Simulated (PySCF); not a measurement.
## How methods differ on the ionisation energy of Ne

Ne [Ne] (1S) → Ne⁺ [He] 2s2 2p5 (2P), as a difference of total energies. All numbers are calculated (PySCF 2.14, the non-relativistic Hamiltonian (point nucleus), in aug-cc-pwCVTZ (7s6p4d2f, 59 functions)). Correlated levels: valence: 1s2 frozen; valence and next inner shell: nothing frozen. The calculations carry no spin-orbit coupling.

```csv
method,ionisation energy (eV),error (eV)
UHF,19.688,-1.909
LDA,22.213,+0.616
PBE,21.679,+0.082
PBE0,21.471,-0.126
r2SCAN,21.511,-0.086
MN15,21.714,+0.117
PW91,21.766,+0.169
M06,21.646,+0.049
B2PLYP,21.566,-0.031
MP2 (valence),21.670,+0.073
SCS-MP2 (valence),21.522,-0.075
MP2 (valence and next inner shell),21.686,+0.089
SCS-MP2 (valence and next inner shell),21.531,-0.066
```

Reference: 21.597 eV (measured; NIST levels, between the centres of gravity of the two terms).

Errors of the correlated levels include the incompleteness of this basis and the frozen core.
